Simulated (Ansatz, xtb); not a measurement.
**C3H5FS: which of two isomers lies lower**

We compare X, `F[C@@H]1C[C@@H]1S`, a singlet, with Y, `F[C@@H]1C[C@H]1S`, a singlet. Both are isolated molecules in the gas phase, relaxed with B3LYP-D3(BJ)/def2-SVP; the shapes shown needn't be the lowest conformers.

X (Å):

| atom | x (Å) | y (Å) | z (Å) |
| --- | --- | --- | --- |
| C | -1.0181 | 0.4832 | -2.0268 |
| C | -0.0295 | -0.4994 | -2.5511 |
| C | 0.2955 | 0.3239 | -1.3110 |
| F | -2.1479 | 0.0204 | -1.4280 |
| S | 0.3679 | -0.5378 | 0.2660 |
| H | -1.2022 | 1.4190 | -2.5663 |
| H | -0.2647 | -1.5529 | -2.3782 |
| H | 0.5009 | -0.2813 | -3.4821 |
| H | 1.0153 | 1.1405 | -1.4291 |
| H | -0.4549 | 0.2974 | 0.9439 |

Y (Å):

```xyz
10

C    -0.0491    0.6780   -2.4713
C    -0.0970   -0.7530   -2.0572
C    -0.7840    0.3137   -1.2174
F    -0.7912    1.0631   -3.5469
S    -0.0985    0.8609    0.3534
H     0.8914    1.2339   -2.3967
H     0.8167   -1.2115   -1.6706
H    -0.7529   -1.4116   -2.6334
H    -1.8745    0.3565   -1.3033
H    -0.3298   -0.2846    1.0381
```

Task: Estimate which is lower in electronic energy at CCSD(T)/def2-SVP + ΔMP2/def2-TZVPP, and by roughly how much.

Result: CCSD(T)/def2-SVP + ΔMP2/def2-TZVPP gives E(Y) − E(X) = −0.056 eV, favouring structure Y, but this leans on the basis-set step: CCSD(T) alone gives −0.037 eV.

The same difference at several levels:

```json
{"level": "B3LYP-D3(BJ)/def2-SVP", "geometry": "B3LYP-D3(BJ)/def2-SVP", "E(Y) − E(X) (eV)": "−0.043", "departure from the last row (eV)": "+0.013", "job, with rough time for the two": "optimisation, 80 s"}
{"level": "HF/def2-SVP", "geometry": "B3LYP-D3(BJ)/def2-SVP", "E(Y) − E(X) (eV)": "−0.051", "departure from the last row (eV)": "+0.004", "job, with rough time for the two": "part of the CCSD(T) run"}
{"level": "MP2/def2-SVP", "geometry": "B3LYP-D3(BJ)/def2-SVP", "E(Y) − E(X) (eV)": "−0.039", "departure from the last row (eV)": "+0.017", "job, with rough time for the two": "part of the CCSD(T) run"}
{"level": "CCSD(T)/def2-SVP", "geometry": "B3LYP-D3(BJ)/def2-SVP", "E(Y) − E(X) (eV)": "−0.037", "departure from the last row (eV)": "+0.019", "job, with rough time for the two": "single point"}
{"level": "CCSD(T)/def2-SVP + ΔMP2/def2-TZVPP", "geometry": "B3LYP-D3(BJ)/def2-SVP", "E(Y) − E(X) (eV)": "−0.056", "departure from the last row (eV)": "", "job, with rough time for the two": "single point, 28 s"}
```

As drawn, both hold the same kinds of bond in the same numbers.

The largest departure from CCSD(T)/def2-SVP + ΔMP2/def2-TZVPP is that of CCSD(T)/def2-SVP, 0.019 eV. Levels run at GFN2-xTB geometries aren't shown. The last row adds to CCSD(T) the change of the MP2 difference between the two basis sets, here −0.019 eV.

With harmonic frequencies from B3LYP-D3(BJ)/def2-SVP (ideal gas, rigid rotor, one conformer each, 298.15 K, 1 atm): the zero-point term adds 0.000 eV; ΔH is −0.058 and ΔG −0.047 eV.

The correlated steps freeze 9 core orbitals. Codes used: Ansatz 0.2.0; the last row on 2 threads of Arm Neoverse V1 on a shared host.
